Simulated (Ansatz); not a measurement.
The first iterations of a band of AlH3O + H2 (7 atoms, charge 0, multiplicity 1).

Level of theory: RKS r2SCAN/6-31G* in Ansatz.

```json
{"movable images": "7", "climbing image": "yes", "spring": "5.0 eV/Å²", "optimiser": "quadratic models (default)", "start path": "through a guess of the saddle point", "force threshold": "0.03 eV/Å", "iteration limit": "60", "end points": "relaxed"}
```

First end point:

```xyz
7
Properties=species:S:1:pos:R:3
Al -0.037 -0.655 -0.103
O 0.077 -0.250 1.560
H -0.720 -0.017 2.052
H 1.327 -1.038 -0.811
H -1.459 -0.643 -0.824
H -0.045 3.089 1.638
H 0.096 2.361 1.644
```

Last end point:

```xyz
7
Properties=species:S:1:pos:R:3
Al 0.023 0.408 -0.138
O -0.003 0.193 1.895
H -0.865 -0.166 2.166
H 1.328 -0.397 -0.586
H -1.416 -0.270 -0.374
H 0.090 2.016 -0.127
H 0.080 1.063 2.320
```

| iteration | highest image above the first end (eV) | largest band force component (eV/Å) |
| --- | --- | --- |
| 1 | 1.710 | 3.465 |
| 2 | 1.033 | 2.230 |
| 3 | 1.023 | 6.265 |
| 4 | 1.029 | 1.189 |
| 5 | 0.888 | 1.628 |
| 6 | 0.957 | 0.708 |

Problem. Does the band converge within its limit, and where does its top end?

Solution. The forces met the threshold. It ended after 18 iterations with the highest image 0.969 eV above the first end. A vibrational analysis at the climbing image gives one clearly imaginary mode, 1192i cm⁻¹: a first-order saddle point. The orbitals stay closed-shell, which can raise the energy where a bond breaks towards radicals; this wasn't checked here.

The run took 3.3 min on 1 thread of Arm Neoverse V2 (shared host), peak memory 0.1 GiB.
